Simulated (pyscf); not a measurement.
Single points on ωB97X-D3(BJ)/def2-SVP structures (PySCF, gas phase).

### Question
For ethanol (H₃C–CH₂–OH) + HO–CH₂–Hf(OH)(OH)–OH → H₃C–CH₂–CH₂–OH + HO–Hf(OH)(OH)–OH, a four-centre exchange (singlet surface; C–O, C–Hf broken, C–C, Hf–O formed), PBE/def2-TZVP gives ΔE‡ = 42.3 kcal/mol and ΔE = -47.0 kcal/mol (zero: the separated reactants). In which direction and how far do r²SCAN/def2-TZVP, PBE0-D3(BJ)/def2-TZVP, ωB97M-D3(BJ)/def2-TZVP move these?

### Answer
r²SCAN: ΔE‡ = 41.1 kcal/mol, ΔE = -48.4 kcal/mol; PBE0-D3(BJ): ΔE‡ = 47.2 kcal/mol, ΔE = -48.3 kcal/mol; ωB97M-D3(BJ): ΔE‡ = 50.0 kcal/mol, ΔE = -49.4 kcal/mol. PBE's barrier lies among them. Its reaction energy lies over all of them, by 1.3 to 2.4 kcal/mol. On the reactant side the descent ends in an adduct with a Hf–O, Hf–O contact (not fully relaxed), 17.0 kcal/mol under the separated species and 65.4 kcal/mol under the saddle at ωB97X-D3(BJ)/def2-TZVP. On the product side the descent ends in an adduct with a Hf–O contact (not fully relaxed), 18.4 kcal/mol under the separated species and 114.0 kcal/mol under the saddle at ωB97X-D3(BJ)/def2-TZVP. What is counted as formed (Hf–O) is already present as a longer contact in the reactant adduct; forming that adduct is a step of its own. From the product side, •H₂C–CH₃ + •H₂C–OH + HO–Hf(OH)(OH)–OH lies, by one bond made or cut, 8.7 kcal/mol under this saddle at ωB97M-D3(BJ)/def2-TZVP. HO–CH₂–Hf(OH)(OH)–OH is closed by a dative Hf–O contact. HO–CH₂–Hf(OH)(OH)–OH lies 38.3 kcal/mol over its isomer H₃C–O–Hf(OH)(OH)–OH (electronic energy, ωB97M-D3(BJ)/def2-TZVP). This is the saddle that the search found; another between the same sides may lie lower. Elements past Kr carry the def2 core potentials, without spin-orbit coupling.
